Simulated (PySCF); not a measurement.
# AlSi: from the state search to spectroscopic constants, part 1 of 2

What are the lowest state that PBE0 finds, the bond length, vibrational wavenumber and bond energy of AlSi, and how much do these hang on the method?

Program: PySCF 2.14.0. Level of theory: Al def2-TZVPP, Si def2-TZVPP, no relativity. These are calculated values, not measurements.

### Step 1. The job

The job is set up so:

| Item | Value |
| --- | --- |
| atoms | Al, Si |
| charge | 0 |
| basis | Al def2-TZVPP, Si def2-TZVPP |
| Hamiltonian | no relativity |
| basis functions | 84 |
| electrons treated | 27 |
| masses in u | 26.9815, 27.9769 |
| levels | PBE0, PBE, r²SCAN, r²SCANh, BP86, B97-3, M06-L, ωB97M-V, HF, MP2, SCS-MP2, CCSD, CCSD(T) |
| grid | 80 radial by 434 angular points |
| occupations | held fixed by the projection of orbital angular momentum |
| dissociation limit | Al + Si, each in its ground configuration |
| starting distance in angstrom | 2.310 |
| values of 2S to try | 1, 3 |

Run with:

```bash
OMP_NUM_THREADS=1 python dia.py task.json out
```

The job searches for the state first and then visits each distance with every level. Its results follow level by level.

### Step 2. Which determinant to follow

Unrestricted PBE0 solutions at 2.310 Å, counted from the lowest. The search isn't exhaustive.

```csv
2Ms+1,unpaired,term,E (eV),⟨S²⟩,⟨Lz²⟩,μ (D)
4,"σ ↑, π ↑↑",⁴Σ⁻,0.00,3.75,0.00,-1.17
2,"σ ↓, π ↑↑",not assigned,0.23,1.78,0.00,-1.31
2,"σ ↑, π ↑↓",not assigned,0.32,1.78,2.03,-1.19
2,π ↑,²Π,1.02,0.78,1.01,-2.04
2,σ ↑,not assigned,1.09,0.76,2.00,-0.99
2,π ↑,²Π,1.35,0.76,1.01,0.57
```

6 of 11 solutions are listed, lowest first. Solutions whose top level lies above zero are left out, so the zero of the table need not be the lowest of all.

A term symbol stands only where ⟨S²⟩ and ⟨Lz²⟩ are near those of a pure state. A positive dipole means Al(−)Si(+).

Followed over a short scan are these candidates:

```csv
2Ms+1,unpaired,R at minimum (Å),energy at minimum (eV)
4,"σ ↑, π ↑↑",2.42,0.00
2,"σ ↓, π ↑↑",2.40,0.25
2,"σ ↑, π ↑↓",2.41,0.33
2,π ↑,2.26,1.05
2,σ ↑,2.43,1.07
```

The search made 11 SCF attempts at the starting distance; with the short scans it took 51 s of wall time (1 thread of Intel Xeon Platinum 8259CL at 2.50GHz (Skylake/Cascade Lake), shared host).

### Step 3. PBE0 along the bond

State followed: ⁴Σ⁻ (quartet), unpaired electrons σ ↑, π ↑↑. The scan is laid around 2.420 Å.

Log of the SCF at 2.420 Å:

```text
******** <class 'pyscf.dft.uks_symm.SymAdaptedUKS'> ********
method = SymAdaptedUKS
initial guess = minao
damping factor = 0
level_shift factor = 0
DIIS = <class 'pyscf.scf.diis.CDIIS'>
diis_start_cycle = 1
diis_space = 10
diis_damp = 0
SCF conv_tol = 1e-09
SCF conv_tol_grad = None
SCF max_cycles = 60
direct_scf = False
max_memory 2100 MB (current use 565 MB)
number electrons alpha = 15  beta = 12
XC library pyscf.dft.libxc version 7.0.0
    S. Lehtola, C. Steigemann, M. J.T. Oliveira, and M. A.L. Marques.,  SoftwareX 7, 1–5 (2018)
XC functionals = PBE0
    C. Adamo and V. Barone.,  J. Chem. Phys. 110, 6158 (1999)
    M. Ernzerhof and G. E. Scuseria.,  J. Chem. Phys. 110, 5029 (1999)
small_rho_cutoff = 0
Overwritten attributes  get_hcore get_j get_k get_occ get_jk  of <class 'pyscf.dft.uks_symm.SymAdaptedUKS'>
<class 'pyscf.dft.uks_symm.SymAdaptedUKS'> does not have attributes  refdm
Set gradient conv threshold to 3.16228e-05
init E= -531.604618528941
cycle= 1 E= -531.595517260588  delta_E= 0.0091  |g|= 0.00997  |ddm|= 0.0515
cycle= 2 E= -531.595502113629  delta_E= 1.51e-05  |g|= 0.0121  |ddm|= 0.0372
cycle= 3 E= -531.59563958799  delta_E= -0.000137  |g|= 0.00233  |ddm|= 0.0205
cycle= 4 E= -531.595644359071  delta_E= -4.77e-06  |g|= 0.000889  |ddm|= 0.00436
cycle= 5 E= -531.595646160477  delta_E= -1.8e-06  |g|= 0.000291  |ddm|= 0.0024
cycle= 6 E= -531.595646753889  delta_E= -5.93e-07  |g|= 0.000116  |ddm|= 0.00224
cycle= 7 E= -531.595646803172  delta_E= -4.93e-08  |g|= 1.98e-05  |ddm|= 0.000721
cycle= 8 E= -531.595646804172  delta_E= -1e-09  |g|= 6.25e-06  |ddm|= 8.72e-05
Extra cycle  E= -531.595646804224  delta_E= -5.2e-11  |g|= 4.23e-06  |ddm|= 1.67e-05
converged SCF energy = -531.595646804224  <S^2> = 3.7538436  2S+1 = 4.0019214
```

Points of the scan, energies from the lowest:

```csv
R (Å),E (eV),μ (D),Mulliken charge of Al (e),Mayer bond order,⟨S²⟩,HOMO (eV),LUMO (eV)
2.0812,0.6493,-0.92,0.12,1.83,3.75,-5.61,-3.05
2.1780,0.2857,-1.00,0.13,1.75,3.75,-5.67,-2.93
2.2748,0.0879,-1.12,0.15,1.67,3.75,-5.71,-2.82
2.3474,0.0188,-1.22,0.17,1.61,3.75,-5.74,-2.76
2.4200,0.0000,-1.34,0.19,1.55,3.75,-5.76,-2.77
2.4926,0.0194,-1.48,0.20,1.50,3.75,-5.75,-2.77
2.5894,0.0883,-1.69,0.22,1.42,3.75,-5.62,-2.76
2.7104,0.2207,-1.99,0.23,1.35,3.75,-5.47,-2.73
2.8556,0.4183,-2.38,0.25,1.27,3.75,-5.30,-2.70
3.0492,0.7085,-2.92,0.26,1.18,3.75,-5.11,-2.64
```

Fit: Re = 2.416 Å, ωe = 380 cm⁻¹, ωexe = 1.87 cm⁻¹, αe = 0.00149 cm⁻¹, Be = 0.2103 cm⁻¹, De = 2.64 eV, μ = -1.33 D.

Orbitals nearest the gap at 2.420 Å:

```csv
spin,orbital,ε (eV),filled,made of
α,σ,-13.66,yes,"Si s 77 %, Al s 15 %"
β,σ,-11.42,yes,"Si s 67 %, Al s 25 %"
α,σ,-9.04,yes,"Al s 61 %, Si p 19 %, Si s 18 %"
β,σ,-7.56,yes,"Al s 61 %, Si s 24 %, Si p 12 %"
α,π,-5.85,yes,"Si p 73 %, Al p 23 %"
α,π,-5.85,yes,"Si p 73 %, Al p 23 %"
α,σ,-5.76,yes,"Si p 47 %, Al p 35 %, Al s 17 %"
β,σ,-2.77,no,"Si p 50 %, Al p 36 %, Al s 12 %"
β,π,-2.68,no,"Si p 49 %, Al p 48 %"
α,π,-1.70,no,"Al p 75 %, Si p 21 %"
α,π,-1.70,no,"Al p 75 %, Si p 21 %"
```

Polarisability there: 128.8 bohr³ along the bond, 59.1 across it. Without diffuse functions these come out too small, above all across the bond.

### Step 4. Fields at the reference distance

The fields below are evaluated on a grid from the run's orbitals.

Frontier orbitals at PBE0 (alpha spin), with the share of their density that lies nearest to each atom:

```csv
orbital,energy (eV),lies on
HOMO,-5.76,Al1 52 %; Si2 48 %
LUMO,-1.70,Al1 73 %; Si2 27 %
```

ELF in a plane through or near 2 of the atoms.

Ten even steps from ' ' (0.00) to '@' (0.99):
```
            ......      ......::::::::......            
      ..::------::::::..::::::--======----::::..        
    ::==********++==--------====++******++++==::..      
  ::++##%%%%%%%%##**++======++****##########**++--..    
..==##%%@@@@@@@@%%##**++++++++**####%%%%######**==::    
--##@@@@@@@@@@@@%%##**********####%%%%%%%%%%%%##**==..  
++%%@@@@@@@@@@%%**----==**############%%@@@@@@%%##++--..
##@@@@@@@@@@##++........++##%%##--....--##@@@@@@%%**==..
%%@@@@@@@@@@==..--####::::##%%++..++**..==##@@@@%%##++::
%%@@@@@@@@@@::..##%%%%++..##%%--==%%%%**::++@@@@%%##++::
%%@@@@@@@@@@::..##%%%%++..##%%--==%%%%**::++@@@@%%##++::
%%@@@@@@@@@@==..--####::::##%%++..++**..==##@@@@%%##++::
##@@@@@@@@@@##++........++##%%##--....--##@@@@@@%%**==..
++%%@@@@@@@@@@%%**----==**############%%@@@@@@%%##++--..
--##@@@@@@@@@@@@%%##**********####%%%%%%%%%%%%##**==..  
..==##%%@@@@@@@@%%##**++++++++**####%%%%######**==::    
  ::++##%%%%%%%%##**++======++****##########**++--..    
    ::==********++==--------====++******++++==::..      
      ..::------::::::..::::::--======----::::..        
            ......      ......::::::::......            
```
The map spans 7.6 Å across and 5.2 Å up, centred on the molecule. Atoms in the plane (x, y in Å): Al1 (-1.2, 0.0), Si2 (1.2, 0.0).

log10 of the density (e/Å³) in the same plane.

Ten even steps from ' ' (-3.9) to '@' (3.2):
```
      ....................::::::::::::............      
  ........::::::::::::::::::::::::::::::::::::......    
........::::::::::::::::::::::--------::::::::::......  
....::::::::--------------------------------::::::......
....::::::------------------------------------::::::....
..::::::--------==========================------::::....
..::::------==================================----::::..
::::------========++++============++++++======----::::..
::::----========++****++======++++****++++======--::::..
::::----======++**@@@@**++==++++**@@@@**++======----::..
::::----======++**@@@@**++==++++**@@@@**++======----::..
::::----========++****++======++++****++++======--::::..
::::------========++++============++++++======----::::..
..::::------==================================----::::..
..::::::--------==========================------::::....
....::::::------------------------------------::::::....
....::::::::--------------------------------::::::......
........::::::::::::::::::::::--------::::::::::......  
  ........::::::::::::::::::::::::::::::::::::......    
      ....................::::::::::::............      
```
The map spans 7.6 Å across and 5.2 Å up, centred on the molecule. Atoms in the plane (x, y in Å): Al1 (-1.2, 0.0), Si2 (1.2, 0.0).

On the surface of density 0.002 e/bohr³ the electrostatic potential runs, from the 1st to the 99th percentile, from -0.08 V near Si2 to 1.17 V near Al1.

The spin density lies nearest to Si2 70 %; Al1 30 %.

### Step 5. Excited determinants

State 2: Ms = 0.5 determinant of mixed spin (⟨S²⟩ = 1.79), unpaired electrons σ ↓, π ↑↑, an excited solution.

The SCF at the reference distance, 2.420 Å, printed:

```text
[... 13 set-up lines left out, the same as in an earlier log ...]
max_memory 2100 MB (current use 639 MB)
number electrons alpha = 14  beta = 13
[... 7 set-up lines left out, the same as in an earlier log ...]
init E= -531.595921497562
cycle= 1 E= -531.586342830276  delta_E= 0.00958  |g|= 0.0102  |ddm|= 0.0502
cycle= 2 E= -531.586379167588  delta_E= -3.63e-05  |g|= 0.0104  |ddm|= 0.0331
cycle= 3 E= -531.586465916381  delta_E= -8.67e-05  |g|= 0.00219  |ddm|= 0.017
cycle= 4 E= -531.586469723365  delta_E= -3.81e-06  |g|= 0.000853  |ddm|= 0.0045
cycle= 5 E= -531.586470980583  delta_E= -1.26e-06  |g|= 0.000223  |ddm|= 0.0021
cycle= 6 E= -531.586471175204  delta_E= -1.95e-07  |g|= 7.51e-05  |ddm|= 0.00113
cycle= 7 E= -531.5864711919  delta_E= -1.67e-08  |g|= 1.49e-05  |ddm|= 0.000372
cycle= 8 E= -531.586471192334  delta_E= -4.34e-10  |g|= 3.1e-06  |ddm|= 5.26e-05
Extra cycle  E= -531.586471192347  delta_E= -1.31e-11  |g|= 1.46e-06  |ddm|= 6.21e-06
converged SCF energy = -531.586471192347  <S^2> = 1.7859377  2S+1 = 2.8537257
```

Re = 2.397 Å, ωe = 397 cm⁻¹; the determinant mixes terms (⟨S²⟩ = 1.79, ⟨Lz²⟩ = 0.00), so these belong to no real state. Its minimum lies 0.25 eV above that of the lowest state.

State 3: Ms = 0.5 determinant of mixed spin (⟨S²⟩ = 1.78), unpaired electrons σ ↑, π ↑↓, an excited solution.

Log of the SCF at 2.420 Å:

```text
[... 22 set-up lines left out, the same as in an earlier log ...]
init E= -531.592732651314
cycle= 1 E= -531.583495724453  delta_E= 0.00924  |g|= 0.00998  |ddm|= 0.0503
cycle= 2 E= -531.583501344945  delta_E= -5.62e-06  |g|= 0.0113  |ddm|= 0.0345
cycle= 3 E= -531.583614131963  delta_E= -0.000113  |g|= 0.00243  |ddm|= 0.019
cycle= 4 E= -531.583619227628  delta_E= -5.1e-06  |g|= 0.000879  |ddm|= 0.00468
cycle= 5 E= -531.583620813245  delta_E= -1.59e-06  |g|= 0.00026  |ddm|= 0.00231
cycle= 6 E= -531.58362117843  delta_E= -3.65e-07  |g|= 9.2e-05  |ddm|= 0.00165
cycle= 7 E= -531.583621208878  delta_E= -3.04e-08  |g|= 1.82e-05  |ddm|= 0.000521
cycle= 8 E= -531.583621209941  delta_E= -1.06e-09  |g|= 5.25e-06  |ddm|= 8.15e-05
cycle= 9 E= -531.583621210032  delta_E= -9.16e-11  |g|= 2.56e-06  |ddm|= 1.89e-05
Extra cycle  E= -531.583621210043  delta_E= -1.05e-11  |g|= 2.97e-06  |ddm|= 1.09e-05
converged SCF energy = -531.583621210043  <S^2> = 1.7759232  2S+1 = 2.8466986
```

Re = 2.411 Å, ωe = 387 cm⁻¹; the determinant mixes terms (⟨S²⟩ = 1.78, ⟨Lz²⟩ = 2.03), so these belong to no real state. Its minimum lies 0.33 eV above that of the lowest state.

State 4: ²Π (doublet), unpaired electrons π ↑, an excited solution.

Log of the SCF at 2.420 Å:

```text
[... 13 set-up lines left out, the same as in an earlier log ...]
max_memory 2100 MB (current use 640 MB)
[... 8 set-up lines left out, the same as in an earlier log ...]
init E= -531.565352259615
cycle= 1 E= -531.55258661001  delta_E= 0.0128  |g|= 0.0107  |ddm|= 0.0468
cycle= 2 E= -531.552461669107  delta_E= 0.000125  |g|= 0.017  |ddm|= 0.0404
cycle= 3 E= -531.552701594481  delta_E= -0.00024  |g|= 0.00611  |ddm|= 0.0266
cycle= 4 E= -531.552740527946  delta_E= -3.89e-05  |g|= 0.00174  |ddm|= 0.0101
cycle= 5 E= -531.55274897363  delta_E= -8.45e-06  |g|= 0.000751  |ddm|= 0.00431
cycle= 6 E= -531.552757947421  delta_E= -8.97e-06  |g|= 0.000524  |ddm|= 0.00738
cycle= 7 E= -531.55276564128  delta_E= -7.69e-06  |g|= 0.000347  |ddm|= 0.00966
cycle= 8 E= -531.552768463454  delta_E= -2.82e-06  |g|= 0.000241  |ddm|= 0.00558
cycle= 9 E= -531.55277035992  delta_E= -1.9e-06  |g|= 0.000151  |ddm|= 0.00576
cycle= 10 E= -531.552771120812  delta_E= -7.61e-07  |g|= 7.08e-05  |ddm|= 0.00451
cycle= 11 E= -531.552771249508  delta_E= -1.29e-07  |g|= 2.78e-05  |ddm|= 0.00205
cycle= 12 E= -531.552771258994  delta_E= -9.49e-09  |g|= 5.4e-06  |ddm|= 0.000635
cycle= 13 E= -531.55277125911  delta_E= -1.16e-10  |g|= 1.75e-06  |ddm|= 4.99e-05
Extra cycle  E= -531.552771259107  delta_E= 3.3e-12  |g|= 2.93e-06  |ddm|= 6.35e-06
converged SCF energy = -531.552771259107  <S^2> = 0.80503176  2S+1 = 2.0542948
```

Re = 2.255 Å, ωe = 460 cm⁻¹, ωexe = 2.85 cm⁻¹, αe = 0.00165 cm⁻¹, Be = 0.2413 cm⁻¹, μ = -2.01 D. Its minimum lies 1.05 eV above that of the lowest state.

Energy (eV) from the lowest point of the lowest state:

```csv
R (Å),lowest,state 2,state 3,state 4
2.081,0.649,0.863,0.975,1.258
2.178,0.286,0.506,0.609,1.087
2.275,0.088,0.318,0.411,1.054
2.347,0.019,0.258,0.344,1.092
2.420,0.000,0.250,0.327,1.167
2.493,0.019,0.280,0.350,1.266
2.589,0.088,0.363,0.423,1.419
2.710,0.221,0.511,0.562,1.616
2.856,0.418,0.725,0.765,1.836
3.049,0.708,1.027,1.061,2.080
```

### Step 6. PBE

Log of the SCF at 2.420 Å:

```text
[... 17 set-up lines left out, the same as in an earlier log ...]
XC functionals = PBE
    J. P. Perdew, K. Burke, and M. Ernzerhof.,  Phys. Rev. Lett. 77, 3865 (1996)
    J. P. Perdew, K. Burke, and M. Ernzerhof.,  Phys. Rev. Lett. 78, 1396 (1997)
    J. P. Perdew, K. Burke, and M. Ernzerhof.,  Phys. Rev. Lett. 77, 3865 (1996)
    J. P. Perdew, K. Burke, and M. Ernzerhof.,  Phys. Rev. Lett. 78, 1396 (1997)
[... 2 set-up lines left out, the same as in an earlier log ...]
init E= -531.551015351049
cycle= 1 E= -531.552400264562  delta_E= -0.00138  |g|= 0.0156  |ddm|= 0.0788
cycle= 2 E= -531.551077962711  delta_E= 0.00132  |g|= 0.0351  |ddm|= 0.0798
cycle= 3 E= -531.55256821185  delta_E= -0.00149  |g|= 0.00632  |ddm|= 0.0669
cycle= 4 E= -531.552604449494  delta_E= -3.62e-05  |g|= 0.000329  |ddm|= 0.00863
cycle= 5 E= -531.552604600314  delta_E= -1.51e-07  |g|= 0.00015  |ddm|= 0.00104
cycle= 6 E= -531.552604617795  delta_E= -1.75e-08  |g|= 7.66e-05  |ddm|= 0.000388
cycle= 7 E= -531.552604622234  delta_E= -4.44e-09  |g|= 1.49e-05  |ddm|= 9.99e-05
cycle= 8 E= -531.552604622428  delta_E= -1.94e-10  |g|= 3.32e-06  |ddm|= 2.93e-05
Extra cycle  E= -531.552604622378  delta_E= 5.02e-11  |g|= 7.04e-06  |ddm|= 1.7e-05
converged SCF energy = -531.552604622378  <S^2> = 3.7515572  2S+1 = 4.0007785
```

Re = 2.431 Å, ωe = 370 cm⁻¹, ωexe = 1.98 cm⁻¹, αe = 0.00153 cm⁻¹, Be = 0.2076 cm⁻¹, De = 2.78 eV, μ = -1.18 D.

### Step 7. r²SCAN (meta-GGA)

Output of the SCF at 2.420 Å:

```text
[... 17 set-up lines left out, the same as in an earlier log ...]
XC functionals = R2SCAN
    J. W. Furness, A. D. Kaplan, J. Ning, J. P. Perdew, and J. Sun.,  J. Phys. Chem. Lett. 11, 8208-8215 (2020)
    J. W. Furness, A. D. Kaplan, J. Ning, J. P. Perdew, and J. Sun.,  J. Phys. Chem. Lett. 11, 9248-9248 (2020)
    J. W. Furness, A. D. Kaplan, J. Ning, J. P. Perdew, and J. Sun.,  J. Phys. Chem. Lett. 11, 8208-8215 (2020)
    J. W. Furness, A. D. Kaplan, J. Ning, J. P. Perdew, and J. Sun.,  J. Phys. Chem. Lett. 11, 9248-9248 (2020)
[... 2 set-up lines left out, the same as in an earlier log ...]
init E= -531.772287834243
cycle= 1 E= -531.772934972217  delta_E= -0.000647  |g|= 0.00864  |ddm|= 0.0875
cycle= 2 E= -531.772932933177  delta_E= 2.04e-06  |g|= 0.00619  |ddm|= 0.0161
cycle= 3 E= -531.77293459246  delta_E= -1.66e-06  |g|= 0.00489  |ddm|= 0.0162
cycle= 4 E= -531.772963971413  delta_E= -2.94e-05  |g|= 0.00109  |ddm|= 0.00962
cycle= 5 E= -531.772965503976  delta_E= -1.53e-06  |g|= 0.000401  |ddm|= 0.002
cycle= 6 E= -531.772965789739  delta_E= -2.86e-07  |g|= 0.00011  |ddm|= 0.00152
cycle= 7 E= -531.772965804195  delta_E= -1.45e-08  |g|= 3.74e-05  |ddm|= 0.000315
cycle= 8 E= -531.772965806431  delta_E= -2.24e-09  |g|= 6.07e-06  |ddm|= 0.000109
cycle= 9 E= -531.772965806493  delta_E= -6.18e-11  |g|= 1.72e-06  |ddm|= 1.99e-05
Extra cycle  E= -531.772965806479  delta_E= 1.46e-11  |g|= 3.58e-06  |ddm|= 9.14e-06
converged SCF energy = -531.772965806479  <S^2> = 3.754116  2S+1 = 4.0020575
```

Re = 2.415 Å, ωe = 383 cm⁻¹, ωexe = 1.97 cm⁻¹, αe = 0.00150 cm⁻¹, Be = 0.2104 cm⁻¹, De = 2.75 eV, μ = -1.31 D.

### Step 8. r²SCANh

The SCF at the reference distance, 2.420 Å, printed:

```text
[... 17 set-up lines left out, the same as in an earlier log ...]
XC functionals = HYB_MGGA_XC_R2SCANH
    M. Bursch, H. Neugebauer, S. Ehlert, and S. Grimme.,  J. Chem. Phys. 156, 134105 (2022)
[... 2 set-up lines left out, the same as in an earlier log ...]
init E= -531.768625717588
cycle= 1 E= -531.769150059383  delta_E= -0.000524  |g|= 0.00948  |ddm|= 0.0764
cycle= 2 E= -531.769165246868  delta_E= -1.52e-05  |g|= 0.00451  |ddm|= 0.00986
cycle= 3 E= -531.769169843557  delta_E= -4.6e-06  |g|= 0.00169  |ddm|= 0.00553
cycle= 4 E= -531.769172718083  delta_E= -2.87e-06  |g|= 0.000626  |ddm|= 0.0033
cycle= 5 E= -531.769173637649  delta_E= -9.2e-07  |g|= 0.00038  |ddm|= 0.00229
cycle= 6 E= -531.769173939083  delta_E= -3.01e-07  |g|= 0.000103  |ddm|= 0.00141
cycle= 7 E= -531.769173960271  delta_E= -2.12e-08  |g|= 3.24e-05  |ddm|= 0.000411
cycle= 8 E= -531.769173962503  delta_E= -2.23e-09  |g|= 7.92e-06  |ddm|= 0.00013
cycle= 9 E= -531.769173962634  delta_E= -1.31e-10  |g|= 2.23e-06  |ddm|= 3.19e-05
Extra cycle  E= -531.769173962627  delta_E= 6.71e-12  |g|= 3.23e-06  |ddm|= 9.43e-06
converged SCF energy = -531.769173962627  <S^2> = 3.7551284  2S+1 = 4.0025634
```

Re = 2.413 Å, ωe = 384 cm⁻¹, ωexe = 1.93 cm⁻¹, αe = 0.00149 cm⁻¹, Be = 0.2108 cm⁻¹, De = 2.69 eV, μ = -1.36 D. 29 s of CPU time for 12 points, integrals apart.

### Step 9. BP86

The SCF at the reference distance, 2.420 Å, printed:

```text
[... 17 set-up lines left out, the same as in an earlier log ...]
XC functionals = B88,P86
    A. D. Becke.,  Phys. Rev. A 38, 3098 (1988)
    J. P. Perdew.,  Phys. Rev. B 33, 8822 (1986)
[... 2 set-up lines left out, the same as in an earlier log ...]
init E= -531.877621832182
cycle= 1 E= -531.879353969729  delta_E= -0.00173  |g|= 0.0124  |ddm|= 0.0906
cycle= 2 E= -531.878093161845  delta_E= 0.00126  |g|= 0.0338  |ddm|= 0.0784
cycle= 3 E= -531.87954049508  delta_E= -0.00145  |g|= 0.00195  |ddm|= 0.0575
cycle= 4 E= -531.879541929082  delta_E= -1.43e-06  |g|= 0.000509  |ddm|= 0.0018
cycle= 5 E= -531.879542191749  delta_E= -2.63e-07  |g|= 0.000238  |ddm|= 0.00116
cycle= 6 E= -531.879542236843  delta_E= -4.51e-08  |g|= 6.13e-05  |ddm|= 0.000437
cycle= 7 E= -531.87954224025  delta_E= -3.41e-09  |g|= 1.03e-05  |ddm|= 8.55e-05
cycle= 8 E= -531.87954224031  delta_E= -6.03e-11  |g|= 1.96e-06  |ddm|= 2.17e-05
Extra cycle  E= -531.879542240312  delta_E= -2.05e-12  |g|= 1.31e-06  |ddm|= 5.29e-06
converged SCF energy = -531.879542240312  <S^2> = 3.7513349  2S+1 = 4.0006674
```

Re = 2.435 Å, ωe = 366 cm⁻¹, ωexe = 2.02 cm⁻¹, αe = 0.00156 cm⁻¹, Be = 0.2070 cm⁻¹, De = 2.70 eV, μ = -1.21 D.

(Continued in part 2 of 2.)
